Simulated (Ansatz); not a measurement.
# SiH4 (SMILES [H][Si]([H])([H])[H]): the vertical ionisation energy from total energies

SiH4: 5 atoms, total charge 0, spin state singlet. As SMILES, `[H][Si]([H])([H])[H]`. Geometry: relaxed at GFN2-xTB.

Both states at this one shape; open shells run unrestricted unless said. 1 Eh = 27.2114 eV.

```tsv
level	program	singlet SiH4 (Eh)	doublet [SiH4]+ (Eh)
PBE/3-21G	Ansatz	-290.151308	-289.695667
B3LYP/6-31G	Ansatz	-291.848650	-291.383815
wB97X/3-21G	Ansatz	-290.308064	-289.833255
CCSDT/6-31G, 5 core orbitals frozen	Ansatz	-291.257220	-290.801491
```

Work out the vertical ionisation energy at each level.


1. PBE/3-21G: -289.695667 − (-290.151308) = 0.455641 Eh = 12.40 eV.
2. B3LYP/6-31G: -291.383815 − (-291.848650) = 0.464835 Eh = 12.65 eV.
3. wB97X/3-21G: -289.833255 − (-290.308064) = 0.474809 Eh = 12.92 eV.
4. CCSDT/6-31G: -290.801491 − (-291.257220) = 0.455729 Eh = 12.40 eV.

No measured value is set beside it here; the levels span 12.40 to 12.92 eV.
